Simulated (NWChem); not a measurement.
# nitrous oxide (N2O); SMILES [O-][N+]#N

```xyz
3

N     -1.2110    -0.0220     0.0194
N     -0.0654    -0.0012     0.0010
O      1.1217     0.0203    -0.0179
```
Atoms are numbered in this order, from 1.

The geometry was optimised at PBE-D3(BJ)/def2-SVP.

Question: List the 6 lowest vertical singlet excitations and the 6 lowest triplet ones from CAM-B3LYP/aug-cc-pVDZ, TDA (NWChem).

Answer: 
```
state  energy (eV)  oscillator strength  leading excitation (squared amplitude)
-----  -----------  -------------------  --------------------------------------
S1            6.34                0.000                  HOMO−1 → LUMO+1 (0.48)
S2            6.69                0.000                    HOMO−1 → LUMO (0.47)
S3            6.69                0.000                  HOMO−1 → LUMO+1 (0.47)
S4            8.32                0.000                  HOMO−1 → LUMO+2 (0.93)
S5            8.32                0.000                    HOMO → LUMO+2 (0.93)
S6           10.59                0.055                    HOMO → LUMO+3 (0.92)
T1            5.19       spin-forbidden                    HOMO−1 → LUMO (0.46)
T2            5.66       spin-forbidden                  HOMO−1 → LUMO+1 (0.42)
T3            5.66       spin-forbidden                    HOMO−1 → LUMO (0.42)
T4            6.34       spin-forbidden                  HOMO−1 → LUMO+1 (0.48)
T5            7.95       spin-forbidden                    HOMO → LUMO+2 (0.89)
T6            7.95       spin-forbidden                  HOMO−1 → LUMO+2 (0.89)
```
